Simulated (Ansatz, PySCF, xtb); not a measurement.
Protons, H atoms and electrons added to or taken from N[SiH3]. Gas-phase values, no solvent. One relaxed conformer stands for each flexible species; it need not be the lowest. Strings in code marks are SMILES.

Quantity: bond dissociation enthalpy (X–H) at 298 K, in kcal/mol. HF references are unrestricted for open shells and restricted for singlets. Enthalpy corrections at 298 K come from GFN2-xTB frequencies (xtb).

Level 1: frozen-core CCSD(T)/cc-pVTZ // PBE0-D4/def2-TZVP (Ansatz, a quantum-chemistry and plane-wave program)
Level 2: PBE0-D4/def2-TZVP (PySCF)
Level 3: B3LYP/6-311+G** // PBE0-D4/def2-TZVP (PySCF)
Level 4: HF/3-21G // PBE0-D4/def2-TZVP (PySCF)

| species | level 1 | level 2 | level 3 | level 4 |
|---|---|---|---|---|
| H atom removed from N1: `[NH][SiH3]` | 108.1 | 105.7 | 107.1 | 82.7 |
